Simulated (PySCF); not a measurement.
C4H6NS (charge +1).
SMILES with atom numbers: `[CH3:1][n+:2]1[cH:3][cH:4][s:5][cH:6]1`

Definitions: NICS(0) = −σiso at the ring centroid; NICS(1) = −σiso and NICS(1)zz = −σzz at ±1 Å along the ring normal z. Level: GIAO PBE0/pcSseg-1 (PySCF, non-relativistic, gas phase) on the GFN2-xTB geometry, one conformer.

Ring bond lengths (Å), with Mayer bond orders in brackets: N2–C3 1.362 (1.08), C3–C4 1.354 (1.55), C4–S5 1.716 (1.23), S5–C6 1.687 (1.30), C6–N2 1.321 (1.36).

Problem. What do the NICS probes read (ppm)?

Solution. 
```json
{"ring": "N2–C3–C4–S5–C6", "type": "5-membered ring with N and S; formal bonds all aromatic", "NICS(0)": "-13.5", "NICS(1), two faces": "-11.4 / -11.4", "NICS(1)zz, two faces": "-27.9 / -27.9", "rms pucker (Å)": "0.00", "centre to ring atoms, mean (Å)": "1.26"}
```

Problem. What do they say, and how far can they be read as aromaticity?

Solution. 
- N2–C3–C4–S5–C6: mean NICS(1)zz -27.9 ppm, shielded. The ring is flat and has no four-coordinate atom; by the NICS criterion it is aromatic.

Problem. And the bond-length index? HOMA = 1 − mean of α(R − Ropt)² over the ring bonds, with Krygowski's 1993 parameters (CC: Ropt 1.388 Å, α 257.7 Å⁻²; CN: Ropt 1.334 Å, α 93.52 Å⁻²; CS: Ropt 1.677 Å, α 94.09 Å⁻²).

Solution. 
- N2–C3–C4–S5–C6: HOMA 0.89; the largest term is that of C3–C4, α(R − Ropt)² = 0.30. The geometric and the magnetic index point the same way.
